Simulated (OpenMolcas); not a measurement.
**SiH2S (SMILES [SiH]S): levels of theory compared**

Aim: a comparison of 6 runs (B3LYP/STO-3G, PBE/STO-3G, UB3LYP/STO-3G, r2SCAN/STO-3G, ACPF/STO-3G, CISD/STO-3G) of SiH2S. 

The calculation is run with OpenMolcas 26.06.

3 further runs of the same task are left out: 1 for a known fault of the program, 2 set aside as unsound or not needed.

### 1 The molecule

SiH2S: 4 atoms, total charge 0, spin state singlet. SMILES: `[SiH]S`. The Si1–H3 distance was set to 2.288 Å, away from the relaxed value. At this shape a bond of the SMILES string is far longer than usual.

Bond lengths: Si1–S2 2.115 Å, S2–H4 1.346 Å. Angles: Si1–S2–H4 97.5°. A long bond or contact: Si1–H3 2.288 Å.

### 2 The energy at B3LYP/STO-3G (run 1)

File input.xyz:

```xyz
4

Si    -0.902957    -1.016199    -0.249054
S     -0.449657     1.017001    -0.616754
H      1.017500    -1.190800     0.981400
H     -1.529857     1.304201    -1.366354
```

File test.inp:

```
>>> EXPORT MOLCAS_PRINT=2
&GATEWAY
BasLib
$CurrDir
Coord
input.xyz
Basis
STO-3G
Group
NoSym
&SEWARD
GridInput
Grid=UltraFine
End of Grid
&SCF
KSDFT
B3LYP
Thresholds
1e-10 1e-07 1e-07 1e-05
PrOrbitals
1 1
```

The basis set STO-3G is read from a file made from the Basis Set Exchange's data (not shown).

The run is started by

```
$ export MOLCAS_MEM=1860
$ pymolcas test.inp > test.log
```

Log:

```text
--- Start Module: gateway ---
[...]
--- Stop Module: gateway /rc=_RC_ALL_IS_WELL_ ---
--- Start Module: seward ---
[...]
      Basis functions           20
--- Stop Module: seward /rc=_RC_ALL_IS_WELL_ ---
--- Start Module: scf ---
[...]
       Convergence after  13 Iterations
[...]
::    Total KS-DFT energy                            -680.9659070071
[...]
      Total spin, S                                     0.0000000000
[...]
      Total electronic charge=   32.000000
      Total            charge=   -0.000000
[...]
      Dipole Moment (debye):
      Origin of the operator (angstrom)=   -0.6480    0.0678   -0.4369
                   X= -2.1270E+00               Y=  3.0197E-01               Z= -1.3965E+00           Total=  2.5623E+00
      Quadrupole Moment (debye*angstrom):
[...]
--- Stop Module: scf /rc=_RC_ALL_IS_WELL_ ---
[...]
```

It took 4.2 s on 1 thread of Arm Neoverse V1, shared host; peak memory 0.37 GiB.

### 3 A single-point energy at PBE/STO-3G (run 2)

input.xyz is that of step 2.

File test.inp:

```
&GATEWAY
BasLib=$CurrDir
Coord=input.xyz
Basis=STO-3G
Group=NoSym
&SEWARD
GridInput
Grid=UltraFine
End of Grid
&SCF
KSDFT=PBE
Thresholds=1e-10 1e-07 1e-07 1e-05
PrOrbitals=1 1
```

The basis set STO-3G is read from a file made from the Basis Set Exchange's data (not shown).

The run is started by

```
$ export MOLCAS_MEM=1860
$ pymolcas test.inp > test.log
```

Log:

```text
--- Start Module: gateway ---
[...]
--- Stop Module: gateway /rc=_RC_ALL_IS_WELL_ ---
--- Start Module: seward ---
[...]
      Basis functions           20
--- Stop Module: seward /rc=_RC_ALL_IS_WELL_ ---
--- Start Module: scf ---
[...]
       Convergence after  70 Iterations
[...]
::    Total KS-DFT energy                            -680.6216008301
[...]
      Total spin, S                                     0.0000000000
[...]
      Total electronic charge=   32.000000
      Total            charge=   -0.000000
[...]
      Dipole Moment (debye):
      Origin of the operator (angstrom)=   -0.6480    0.0678   -0.4369
                   X= -2.0251E+00               Y=  5.4571E-01               Z= -1.4114E+00           Total=  2.5280E+00
      Quadrupole Moment (debye*angstrom):
[...]
--- Stop Module: scf /rc=_RC_ALL_IS_WELL_ ---
[...]
```

Run time: 14 s. Hardware: 1 thread of Arm Neoverse V1, shared host; peak memory 0.37 GiB.

Runs 3 to 5 aren't shown in full; the table further down has their settings and results.

### 4 The energy at CISD/STO-3G (run 6)

input.xyz is that of step 3.

File test.input:

```
* H2SSi CISD
>>> EXPORT MOLCAS_PRINT=2

&GATEWAY
 BasLib
 $CurrDir
 Coord
 input.xyz
 Basis
 STO-3G
 Group
 NoSym

&SEWARD

&SCF
 Thresholds
 1e-10 1e-07 1e-07 1e-05
 PrOrbitals
 1 1

&MOTRA
 Frozen
 10

&GUGA
 Electrons
 12
 Spin
 1
 Inactive
 6
 Active
 0
 CIAll
 1

&CPF
 SDCI
```

The basis set STO-3G is read from a file made from the Basis Set Exchange's data (not shown).

The run is started by

```
$ export MOLCAS_MEM=1860
$ pymolcas test.input > test.log
```

Log:

```text
--- Start Module: gateway ---
[...]
--- Stop Module: gateway /rc=_RC_ALL_IS_WELL_ ---
[...]
      Basis functions           20
[...]
       Convergence after  14 Iterations
[...]
::    Total SCF energy                               -679.7531893132
[...]
      Total spin, S                                     0.0000000000
[...]
      *** WARNING: Default frozen orbitals is overwritten by user input.
      *** Default values:   7
[...]
--- Start Module: guga ---
[...]
--- Stop Module: guga /rc=_RC_ALL_IS_WELL_ ---
--- Start Module: cpf ---
[...]
      Active orbitals                            0       0
[...]
      Spin quantum number                      0.0
[...]
     FINAL CI ENERGY          -679.87027155
     FINAL CORRELATION ENERGY   -0.11708224  REFERENCE ENERGY    -679.75318931
[...]
     REL. CI ENERGY           -679.87027155
[...]
      Total electronic charge=   32.000000
      Total            charge=    0.000000
[...]
      Dipole Moment (debye):
      Origin of the operator (angstrom)=   -0.6480    0.0678   -0.4369
                   X= -1.6161E+00               Y= -3.5215E-02               Z= -9.7693E-01           Total=  1.8888E+00
      Quadrupole Moment (debye*angstrom):
[...]
--- Stop Module: cpf /rc=_RC_ALL_IS_WELL_ ---
[...]
```

Wall time 1.8 s (1 thread of Arm Neoverse V1, shared host); peak memory 0.37 GiB.

### 5 The series

| run | level | scramble | integration grid | energy (Eh) | dipole moment (D) of the reference | HOMO energy (eV) | LUMO energy (eV) | wall time |
| --- | --- | --- | --- | --- | --- | --- | --- | --- |
| 1 | B3LYP/STO-3G | – | UltraFine | -680.965907 | 2.56 | -2.78 | 1.29 | 4.2 s |
| 2 | PBE/STO-3G | – | UltraFine | -680.621601 | 2.53 | -1.87 | 0.63 | 14 s |
| 3 | UB3LYP/STO-3G | 0.25 | UltraFine | -680.965907 | 2.56 | -2.78 | 1.29 | 9.3 s |
| 4 | r2SCAN/STO-3G | – | UltraFine | -680.923663 | 2.64 | -2.11 | 0.70 | 5.7 s |
| 5 | ACPF/STO-3G | – | – | -679.889296 | 2.82 | -5.21 | 5.42 | 1.8 s |
| 6 | CISD/STO-3G | – | – | -679.870272 | 2.82 | -5.21 | 5.42 | 1.8 s |

### 6 Outcome

| quantity | value |
| --- | --- |
| run 6: total energy | -679.87027 Eh |
| run 6: dipole moment (mean-field density) | 2.82 D |
| run 6: HOMO energy (Hartree–Fock orbitals) | -5.21 eV |
| run 6: LUMO energy (Hartree–Fock orbitals) | 5.42 eV |
| run 6: HOMO–LUMO gap (Hartree–Fock orbitals) | 10.63 eV |
| run 6: correlation energy (10 core orbitals frozen) | -117.1 mEh |

In words: Over runs 1, 2, 3, 4 the dipole moment (its size) runs from 2.53 D (PBE/STO-3G) to 2.64 D (r2SCAN/STO-3G). Over runs 1, 2, 3, 4 the HOMO–LUMO gap runs from 2.50 eV (PBE/STO-3G) to 4.07 eV (B3LYP/STO-3G). Totals of different functionals can't be ranked against each other. In runs 1, 2, 3, 4, 5, 6 the basis is minimal, so the values are rough. All runs together took 37 s, the longest 14 s.
